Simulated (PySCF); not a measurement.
Gas-phase reaction: 2 AlCl3 + AlH3 → 3 AlHCl2

Method: PySCF energies plus ideal-gas RRHO corrections (1 bar). † marks an energy on the PBE0/def2-TZVP geometry and frequencies; other levels use their own. MP2 and CCSD(T) freeze the core. 6-31G* has spherical d functions here. All species are closed-shell singlets. B3LYP is the form with VWN-RPA correlation. AlH3, AlHCl2: computed as isolated molecules; such fragments, hydroxides, amides, oligomers or adducts are transient or little studied in the gas. MP2 isn't extrapolated to the basis-set limit; its ΔH°(298 K) is -26.7 kJ in def2-SVP and -27.6 kJ in def2-TZVPP. CCSD(T) isn't extrapolated to the basis-set limit; its ΔH°(298 K) is -27.9 kJ in def2-SVP and -28.5 kJ in def2-TZVPP. The harmonic model lacks anharmonicity and excited electronic states, which grow with temperature; levels with a mode under 35 cm⁻¹ are left out.

```json
[
 {"level": "B3LYP/6-31G*", "ΔE electronic, kJ": "-37", "ΔH°(298 K), kJ": "-35", "ΔS°(298 K), J/K": "32", "ΔG°(1600 K), kJ": "-84"},
 {"level": "CCSD(T)/def2-TZVPP†", "ΔE electronic, kJ": "-30", "ΔH°(298 K), kJ": "-29", "ΔS°(298 K), J/K": "32", "ΔG°(1600 K), kJ": "-77"},
 {"level": "HF/6-31G*", "ΔE electronic, kJ": "-37", "ΔH°(298 K), kJ": "-34", "ΔS°(298 K), J/K": "32", "ΔG°(1600 K), kJ": "-83"},
 {"level": "MP2/def2-SVP†", "ΔE electronic, kJ": "-28", "ΔH°(298 K), kJ": "-27", "ΔS°(298 K), J/K": "32", "ΔG°(1600 K), kJ": "-75"},
 {"level": "PBE/def2-SVP", "ΔE electronic, kJ": "-37", "ΔH°(298 K), kJ": "-35", "ΔS°(298 K), J/K": "31", "ΔG°(1600 K), kJ": "-82"},
 {"level": "r2SCAN/def2-TZVP†", "ΔE electronic, kJ": "-32", "ΔH°(298 K), kJ": "-30", "ΔS°(298 K), J/K": "32", "ΔG°(1600 K), kJ": "-79"},
 {"level": "LDA/def2-TZVP†", "ΔE electronic, kJ": "-36", "ΔH°(298 K), kJ": "-34", "ΔS°(298 K), J/K": "32", "ΔG°(1600 K), kJ": "-83"},
 {"level": "ωB97M-V/def2-TZVP†", "ΔE electronic, kJ": "-32", "ΔH°(298 K), kJ": "-30", "ΔS°(298 K), J/K": "32", "ΔG°(1600 K), kJ": "-79"},
 {"level": "ωB97X-V/def2-TZVP†", "ΔE electronic, kJ": "-31", "ΔH°(298 K), kJ": "-29", "ΔS°(298 K), J/K": "32", "ΔG°(1600 K), kJ": "-78"}
]
```
ΔH° is lowest at B3LYP/6-31G* and highest at MP2/def2-SVP†. No reference value is set beside these.
